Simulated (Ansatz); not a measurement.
## SiH2SF (SMILES F[SiH2][S]): methods side by side

The species is SiH2SF (5 atoms), meant as a doublet with charge 0. SMILES: `F[SiH2][S]`. The coordinates come from a PBE0-D4/def2-TZVP relaxation.

```xyz
5

F    -0.3243   -0.0233    1.5854
Si    0.0860   -0.0810    0.0445
S    -1.1480    1.0613   -1.2110
H    -0.0235   -1.4931   -0.3910
H     1.4597    0.4626   -0.0693
```

Each level gives the energy change with the Si2–H4 bond stretched from 1.482 to 2.223 Å (eV). The values are calculated.

```tsv
level	kind	program	value (eV)	less FCI/STO-3G	CPU time (all runs)
UPBE/STO-3G	GGA	Ansatz	2.49	-0.23	7.4 s
UBHLYP/STO-3G	global hybrid	Ansatz	3.22	+0.50	6.2 s
UHSE06/STO-3G	range-separated hybrid	Ansatz	2.94	+0.22	8 s
RPA@PBE/STO-3G	RPA	Ansatz	2.76	+0.04	10 s
UMP2/STO-3G	perturbation theory	Ansatz	3.35	+0.63	0.89 s
UBCCD(T)/STO-3G	coupled cluster or CI	Ansatz	2.74	+0.02	1.6 s
UCCSD(T)/STO-3G	coupled cluster or CI	Ansatz	2.75	+0.03	1.4 s
UCCSDT/STO-3G	coupled cluster or CI	Ansatz	2.72	0.00	4 s
FCI/STO-3G	exact in the basis	Ansatz	2.72	0.00	54 s
```

FCI/STO-3G is exact within its basis and frozen core, so for wave-function methods in that basis the difference is their error; functionals converge differently with the basis, so for them it is only a difference. The first shape isn't each level's own minimum. The values span 2.49 to 3.35 eV. Spin contamination of the reference (⟨S²⟩ at least 0.1 too high) touches UBHLYP/STO-3G, UMP2/STO-3G, UBCCD(T)/STO-3G, UCCSD(T)/STO-3G, UCCSDT/STO-3G. All rows use very small basis sets, so even the best lies far from the true value. CPU times are rough (shared hosts, several kinds of processor): they show what a rung costs within a factor of a few.
